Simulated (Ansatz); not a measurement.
We consider rock-salt MgS, described by r²SCAN50 (Ansatz, an electronic-structure program, PAW).

Run with plane-wave cutoff 520 eV, 8×8×8 k mesh, Fermi–Dirac smearing 0.01 eV, scalar-relativistic PAW data made under PBE.

Cell (relaxed at this level):

MgS is modelled in the cubic space group Fm-3m (No. 225), the rock salt structure, Pearson symbol cF8. Lattice parameters: a = 5.1685 Å, b = 5.1685 Å, c = 5.1685 Å, α = 90.00°, β = 90.00°, γ = 90.00°. Mg on 4a is coordinated by 6 S at 2.584 Å (octahedral). S on 4b is coordinated by 6 Mg at 2.584 Å (octahedral). (Neighbours: up to the widest gap in distance over summed covalent radii, below 1.35, at either atom; cation-cation and far metal-metal contacts left out.)
(The calculation used a cell of 2 atoms; values per cell refer to that cell.)

### Question
What does this level give for the band gap, bulk modulus B0 and pressure derivative B′ of the bulk modulus?

### Answer

- band gap = 6.53 eV (on the SCF k mesh) (indirect)
- bulk modulus B0 = 85.6 GPa
- pressure derivative B′ of the bulk modulus = 4.0

Measured, for comparison: bulk modulus 81 GPa (corrected for zero-point motion; as tabulated in Goldzak et al. (2022), arXiv:2208.04865). Computed (rounded) less measured: bulk modulus +6 %.

Computed values are for the static lattice.
